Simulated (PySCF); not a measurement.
**Level sweep**

Compound: lithium hydride, LiH.
Hydrogens: H2 on Li1.

PySCF, dipoles from the SCF density, polarisabilities from static response with core orbitals frozen. Isolated species at its PBE0-D3(BJ)/def2-SVP geometry, gas phase.

Problem. Which levels come closest to the reference values?

Solution. 

```
              level  μ (D)  error (%)  α (au)  error (%)  anisotropy (au)
      LDA/def2-SVPD  5.629       -4.3   33.14      +17.3             7.63
      PBE/def2-SVPD  5.628       -4.3   32.76      +16.0             6.64
    B3LYP/def2-SVPD  5.728       -2.6   29.05       +2.8             6.10
     PBE0/def2-SVPD  5.776       -1.8   28.46       +0.8             6.85
BHandHLYP/def2-SVPD  5.844       -0.6   25.54       -9.6             5.79
CAM-B3LYP/def2-SVPD  5.766       -1.9   26.92       -4.7             5.93
  wB97X-D/def2-SVPD  5.893       +0.2   27.81       -1.6             7.50
  LC-wPBE/def2-SVPD  5.870       -0.2   24.90      -11.8             6.82
       HF/def2-SVPD  6.047       +2.8   22.99      -18.6             5.89
      PBE0/def2-SVP  5.628       -4.3   21.82      -22.8             3.02
        PBE0/6-31G*  5.641       -4.1   26.52       -6.1             6.35
       PBE0/6-31+G*  5.652       -3.9   26.95       -4.6             6.47
     PBE0/def2-TZVP  5.781       -1.7   24.87      -12.0             2.48
    PBE0/def2-TZVPD  5.722       -2.7   28.68       +1.5             5.28
   PBE0/aug-cc-pVDZ  5.763       -2.0   29.59       +4.7             4.72
   PBE0/aug-cc-pVTZ  5.757       -2.1   29.49       +4.4             3.11
```

Reference dipole: 5.880 D (measured, gas; NIST CCCBDB Release 22 (SRD 101), experimental dipoles). Reference dipole: 5.829 D (computed, CCSD(T)/CBS, all electrons, equilibrium geometry, gas; Hait, Head-Gordon, J. Chem. Theory Comput. 14 (2018) 1969). Reference dipole: 5.882 D (measured, gas; Liu, Meijer, Perez-Rios, Phys. Chem. Chem. Phys. 22 (2020) 24191). Reference polarisability: 4.186 Å³ (computed, CCSD(T)/CBS, static electronic, isotropic average, equilibrium geometry, gas; Hait, Head-Gordon, Phys. Chem. Chem. Phys. 20 (2018) 19800). Errors are taken against the first value of each kind. The anisotropy is √(½[(α1 − α2)² + (α2 − α3)² + (α3 − α1)²]). For the dipole, the smallest error is 0.2% (LC-wPBE/def2-SVPD and wB97X-D/def2-SVPD) and the largest 4.3% (LDA/def2-SVPD, PBE/def2-SVPD and PBE0/def2-SVP). For the polarisability, the smallest error is 0.8% (PBE0/def2-SVPD) and the largest 22.8% (PBE0/def2-SVP). The dipole runs from 5.63 D (PBE0/def2-SVP) to 6.05 D (HF/def2-SVPD). In one basis (def2-SVPD) the functionals order the polarisability from HF (lowest) to LDA (highest), a spread of 44%. With PBE0 the polarisability is 24.40 au without diffuse functions (mean of def2-SVP, 6-31G* and def2-TZVP) and 28.63 au with them (mean of def2-SVPD, 6-31+G*, def2-TZVPD, aug-cc-pVDZ and aug-cc-pVTZ). Measured values can belong to vibrating molecules; the computed ones are for one fixed geometry.
